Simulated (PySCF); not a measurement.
# NS (Nitrogen Sulfide Cation): the cost of one run

The runs use PySCF 2.14.0, with density-fitted response routines of our own; the level of theory stands in each step. All values are computed, except where a source is named. Atoms count from 0, in the outputs and in this text.

**1. The molecule as given**

2 atoms, charge 1, multiplicity 1; geometry from: GFN2-xTB. The atoms were then displaced at random by about 0.01 Å, so the start is not that level's minimum.

Bonds of the start (Å): N0–S1 1.42.

**2. Relaxing the molecule at PBE0-D3(BJ)/def2-TZVP**

The job: settings as JSON, then the geometry in Å.

```
{"job": {"xc": "PBE0", "basis": "def2-TZVP", "d3": "d3bj", "grid": 2, "shake": 0.01, "kind": "geom"}, "charge": 1, "multiplicity": 1}
N      0.720180    -0.027910     0.000690
S     -0.702690    -0.000910    -0.012810
```

The run is started by

```sh
$ OMP_NUM_THREADS=1 python probes_run.py task.json out
```

This one command runs all jobs of the session in turn.

Q: Estimate the wall time and peak memory of this first job on 1 thread of Arm Neoverse V1, shared host.

About 4.1 s, with a peak of 0.28 GiB.
